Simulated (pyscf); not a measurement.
H₂As–O–AsH₂ + hydrogen (H₂) → HO–AsH₂ + AsH₃, a four-centre exchange (singlet surface; As–O, H–H broken, H–O, As–H formed). PySCF, gas phase, ωB97X-D3(BJ)/def2-SVP geometries. Energies in kcal/mol from the separated reactants.

Small-basis levels: PySCF, no dispersion term, spherical d functions. AM1 to PM7: differences of heats of formation from MOPAC. Cost: rough CPU time at the saddle relative to B3LYP/6-31G*+LANL2DZ, from one job on a shared machine.

```tsv
level	barrier	reaction energy	cost
HF/STO-3G	79.3	-11.4	0.1
HF/6-31G*+LANL2DZ	66.3	-11.6	0.1
SVWN5/6-31G*+LANL2DZ	26.3	-7.3	1
BP86/6-31G*+LANL2DZ	38.8	-8.7	1
PBE/6-31G*+LANL2DZ	37.1	-8.9	2
B3LYP/3-21G	41.8	+6.1	1
B3LYP/LANL2DZ	41.2	-8.8	1
M06-2X/6-31G*+LANL2DZ	48.4	-3.4	2
PBE/def2-SVP	34.1	-10.7	4
AM1	42.0	-11.8	under 0.02
PM3	67.5	+4.9	under 0.02
PM6	59.7	+16.0	under 0.02
ωB97M-D3(BJ)/def2-TZVP	47.1	-9.6	–
```

Against the last row the barrier runs from -20.7 (SVWN5/6-31G*+LANL2DZ) to +32.2 kcal/mol (HF/STO-3G). ωB97M-D3(BJ)/def2-TZVP has limits of its own. H₂As–O–AsH₂ lies 11.8 kcal/mol over its isomer HO–AsH–AsH₂ (electronic energy, ωB97M-D3(BJ)). One saddle was located; it need not be the lowest between these sides. In the def2 sets elements up to Kr have no core potential.
